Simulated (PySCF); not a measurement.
Structure with atom numbers: `[CH3:1][N:2]1[CH2:3][CH2:4][N:5]1[CH3:6]`. Each H is labelled by its parent atom.

[PySCF: PBE0-D3(BJ)/def2-TZVP structure; NMR shieldings at B97-2/pcSseg-2/GIAO; no solvent model; no relativistic terms; single conformer; one averaged value for each set of equivalent atoms]

Chemical shifts δ = σref − σ; TMS for $^{13}$C (σref 185.38) and $^{1}$H (σref 31.64); $^{15}$N (σref 261.75) against NH3, all at this level.

```csv
atoms,nucleus,count,δ (ppm)
H(C1)/H(C6),$^{1}$H,6,2.30
C1/C6,$^{13}$C,2,49.0
N2/N5,$^{15}$N,2,122.0
H(C3)/H(C4),$^{1}$H,4,?
C3/C4,$^{13}$C,2,?
```

Q: Fill in the missing shifts.

A: 
- C3/C4: 55.2 ppm, sp3 CH2 bonded to N; pulled downfield by the heteroatom
- H(C3)/H(C4): 3.07 ppm, hydrogen on an sp3 CH2 bonded to N; its carbon carries N, which withdraws density

Shifts are as computed. Against solution values, carbons near 30 ppm lie about +3 ppm off and those near 130 ppm about +7 ppm. Of 1211 compounds with measured shifts, 218 miss one by over three times the rms of a fit or turn the order of signals round; such compounds aren't used in these exercises. Experimental scales use liquid or dissolved standards, which lie at an offset from isolated NH3 (liquid NH3: subtract about 20 ppm).
